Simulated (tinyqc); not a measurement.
Inside a calculation. Method: geometry optimisation on the B3LYP (VWN-RPA form)/sto-3g surface (energies and gradients from PySCF), for BH3, spin multiplicity 1. Computed by tinyqc, a small Python program that keeps every step (integrals from PySCF). Settings: charge = 0, multiplicity = 1, basis = sto-3g, functional = b3lyp, optimiser = bfgs, first Hessian = 0.6, largest step = 0.3, iteration cap = 30. Command: `OMP_NUM_THREADS=1 python tinyqc.py 31630 31631 out.jsonl` (the two numbers bound the seeds that draw the settings). One thread of a shared host (Intel(R) Xeon(R) Processor @ 2.60GHz), about 5 s of CPU time with the checks.

## Step 1: energy and gradient

positions at the start (bohr), order 1B, 2H, 3H, 4H:
```
[[-0.001890, 0.077479, -0.034015],
 [2.091927, 0.009449, -0.035905],
 [-1.003445, 1.797130, 0.075589],
 [-0.935414, -1.838704, 0.039684]]
```

Self-consistent energy and analytic gradient at these positions.

energy = -26.27901238 hartree

gradient (hartree/bohr), order 1B, 2H, 3H, 4H:
```
[[-0.02375577, 0.06361581, -0.00364618],
 [-0.04611647, -0.00525304, 0.00340028],
 [0.04944714, -0.08153868, -0.00179250],
 [0.02042537, 0.02317605, 0.00203873]]
```

## Step 1: move

Quasi-Newton step p = -H^(-1) g (first H = 0.6 times the unit matrix); steps longer than 0.3 bohr are cut back.

positions after step 1 (bohr), order 1B, 2H, 3H, 4H:
```
[[0.037703, -0.028548, -0.027938],
 [2.168788, 0.018204, -0.041572],
 [-1.085856, 1.933027, 0.078577],
 [-0.969457, -1.877330, 0.036286]]
```

## Step 2: energy and gradient

As before.

energy = -26.28962533 hartree

gradient (hartree/bohr), order 1B, 2H, 3H, 4H:
```
[[0.01472041, -0.04877239, -0.00714975],
 [-0.03087575, -0.00036852, 0.00279998],
 [-0.00540907, 0.01411267, 0.00306226],
 [0.02156405, 0.03502832, 0.00128747]]
```

## Step 2: move

inverse Hessian in use (bohr^2/hartree):
```
[[1.625382, 0.130039, 0.013265, 0.043708, -0.001580, -0.004313, 0.033370, -0.065846, -0.007181, -0.035793, -0.062613, -0.001771],
 [0.130039, 1.266259, -0.032532, -0.079224, 0.008540, 0.008762, -0.129917, 0.243204, 0.020699, 0.079099, 0.148664, 0.003070],
 [0.013265, -0.032532, 1.671711, 0.044760, 0.004092, -0.003468, -0.035678, 0.057173, 0.000377, -0.022347, -0.028733, -0.001954],
 [0.043708, -0.079224, 0.044760, 1.991948, 0.024319, -0.026101, -0.193016, 0.297283, -0.004594, -0.175974, -0.242379, -0.014067],
 [-0.001580, 0.008540, 0.004092, 0.024319, 1.667986, -0.002034, -0.008334, 0.011350, -0.001018, -0.014405, -0.021210, -0.001039],
 [-0.004313, 0.008762, -0.003468, -0.026101, -0.002034, 1.668747, 0.016501, -0.025662, 0.000256, 0.013913, 0.018935, 0.001131],
 [0.033370, -0.129917, -0.035678, -0.193016, -0.008334, 0.016501, 1.706615, -0.043357, 0.010980, 0.119696, 0.181607, 0.008197],
 [-0.065846, 0.243204, 0.057173, 0.297283, 0.011350, -0.025662, -0.043357, 1.701029, -0.018923, -0.188078, -0.288917, -0.012588],
 [-0.007181, 0.020699, 0.000377, -0.004594, -0.001018, 0.000256, 0.010980, -0.018923, 1.665818, 0.000795, -0.000758, 0.000215],
 [-0.035793, 0.079099, -0.022347, -0.175974, -0.014405, 0.013913, 0.119696, -0.188078, 0.000795, 1.758737, 0.123385, 0.007641],
 [-0.062613, 0.148664, -0.028733, -0.242379, -0.021210, 0.018935, 0.181607, -0.288917, -0.000758, 0.123385, 1.828131, 0.010558],
 [-0.001771, 0.003070, -0.001954, -0.014067, -0.001039, 0.001131, 0.008197, -0.012588, 0.000215, 0.007641, 0.010558, 1.667275]]
```

Quasi-Newton step p = -H^(-1) g (the inverse Hessian comes from BFGS updates; coordinates in the order x, y, z of each atom); steps longer than 0.3 bohr are cut back.

positions after step 2 (bohr), order 1B, 2H, 3H, 4H:
```
[[0.025674, 0.017481, -0.015885],
 [2.233263, 0.020897, -0.047099],
 [-1.098092, 1.945532, 0.074786],
 [-1.009667, -1.938556, 0.033550]]
```

## Step 3: energy and gradient

As before.

energy = -26.29338945 hartree

gradient (hartree/bohr), order 1B, 2H, 3H, 4H:
```
[[0.00156865, -0.00310511, -0.00522433],
 [-0.00317074, -0.00193774, 0.00175183],
 [-0.00176636, 0.00571300, 0.00188737],
 [0.00336811, -0.00066994, 0.00158506]]
```

## Step 3: move

inverse Hessian in use (bohr^2/hartree):
```
[[1.629365, 0.121640, -0.003085, 0.027233, -0.007759, 0.001402, 0.032015, -0.054884, -0.001500, -0.021947, -0.058997, 0.003183],
 [0.121640, 1.272218, 0.023175, -0.052853, 0.030650, -0.009964, -0.117773, 0.194145, 0.001119, 0.048987, 0.169652, -0.014330],
 [-0.003085, 0.023175, 1.700478, 0.127511, 0.013050, -0.014873, -0.046891, 0.059035, -0.009209, -0.077534, -0.095260, -0.009729],
 [0.027233, -0.052853, 0.127511, 2.054135, 0.056344, -0.054495, -0.180797, 0.233459, -0.033505, -0.233899, -0.236955, -0.039511],
 [-0.007759, 0.030650, 0.013050, 0.056344, 1.670553, -0.005743, -0.013408, 0.014391, -0.003956, -0.035178, -0.048928, -0.003351],
 [0.001402, -0.009964, -0.014873, -0.054495, -0.005743, 1.673158, 0.019830, -0.024664, 0.004091, 0.033262, 0.040371, 0.004291],
 [0.032015, -0.117773, -0.046891, -0.180797, -0.013408, 0.019830, 1.699738, -0.026587, 0.015054, 0.115708, 0.157769, 0.012006],
 [-0.054884, 0.194145, 0.059035, 0.233459, 0.014391, -0.024664, -0.026587, 1.673934, -0.020068, -0.151986, -0.215805, -0.014303],
 [-0.001500, 0.001119, -0.009209, -0.033505, -0.003956, 0.004091, 0.015054, -0.020068, 1.669003, 0.019951, 0.022905, 0.002783],
 [-0.021947, 0.048987, -0.077534, -0.233899, -0.035178, 0.033262, 0.115708, -0.151986, 0.019951, 1.806801, 0.138179, 0.024322],
 [-0.058997, 0.169652, -0.095260, -0.236955, -0.048928, 0.040371, 0.157769, -0.215805, 0.022905, 0.138179, 1.761751, 0.031984],
 [0.003183, -0.014330, -0.009729, -0.039511, -0.003351, 0.004291, 0.012006, -0.014303, 0.002783, 0.024322, 0.031984, 1.669322]]
```

As before.

positions after step 3 (bohr), order 1B, 2H, 3H, 4H:
```
[[0.023951, 0.019923, -0.006658],
 [2.239542, 0.024491, -0.050249],
 [-1.096564, 1.938158, 0.071558],
 [-1.015750, -1.937219, 0.030702]]
```

## Convergence

Stop when the largest gradient component is below 3e-5 hartree/bohr. The inverse Hessian follows the BFGS update with s = step, y = change of gradient.

Course of the optimisation:
```
step   E (hartree)  largest gradient (hartree/bohr)
1     -26.27901238                         8.15e-02
2     -26.28962533                         4.88e-02
3     -26.29338945                         5.71e-03
4     -26.29351539                         3.38e-03
5     -26.29362487                         3.75e-03
6     -26.29365315                         1.72e-03
7     -26.29366293                         9.63e-04
8     -26.29366636                         6.05e-04
9     -26.29366824                         3.84e-04
10    -26.29366849                         1.12e-04
11    -26.29366850                         7.57e-06
```

Final distances (angstrom):
```
pair   distance
2H-1B  1.172820
3H-1B  1.172832
3H-2H  2.031380
4H-1B  1.172824
4H-2H  2.031405
4H-3H  2.031396
```

Converged in 11 steps.
